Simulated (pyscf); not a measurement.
H₂N–GaH₂ + CH₃• -> •HN–GaH₂ + CH₄, a hydrogen abstraction (doublet surface; H–N broken, C–H formed). PySCF, gas phase, ωB97X-D3(BJ)/def2-SVP geometries. Energies in kcal/mol from the separated reactants.

Small-basis levels: PySCF, no dispersion term, spherical d functions. Open shells are spin-unrestricted. 

In single points HF/6-31G*+LANL2DZ puts the saddle at 32.0 kcal/mol and the reaction energy at +3.1 kcal/mol. Should these be trusted to within a few kcal/mol? Compare with ωB97M-D3(BJ)/def2-TZVP.

ωB97M-D3(BJ)/def2-TZVP gives ΔE‡ = 18.9 kcal/mol and ΔE = +7.6 kcal/mol. HF/6-31G*+LANL2DZ lies 13.1 kcal/mol over it in the barrier and 4.5 kcal/mol under it in the reaction energy, so on this step it does not hold to within 3.0 kcal/mol. ωB97M-D3(BJ)/def2-TZVP has limits of its own. •HN–GaH₂ lies 34.2 kcal/mol over its isomer [H₂N–GaH]• (electronic energy, ωB97M-D3(BJ)). One saddle was located; it need not be the lowest between these sides. The angle at the transferred H is 170°. In the def2 sets elements up to Kr have no core potential.
